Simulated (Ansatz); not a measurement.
A calculation with Ansatz (development build ahead of 0.2.0).

```yaml
crystal:
  periodic: [false, false, false]
  atoms:
    - { symbol: H, position_ang: [1.2621, -0.2201, 0.0] }
    - { symbol: S, position_ang: [0.0, 0.2232, 0.0] }
    - { symbol: H, position_ang: [-0.5006, -1.1154, 0.0] }
    - { symbol: H, position_ang: [-0.7615, -2.2349, 0.0] }
basis:
  gaussian: { orbitals: pcseg-2 }
magnetization:
  spin_polarized: true
  initial_magnetization: 1
hamiltonian:
  xc: pbe0
```

The input is written out in the form of the current development build from the run's settings.

The run gave:

| Quantity | Value |
| --- | --- |
| Converged | yes |
| Total energy | -399.76835 hartree |
| Spin squared of the determinant | 0.760 |
| Stability test | minimum |
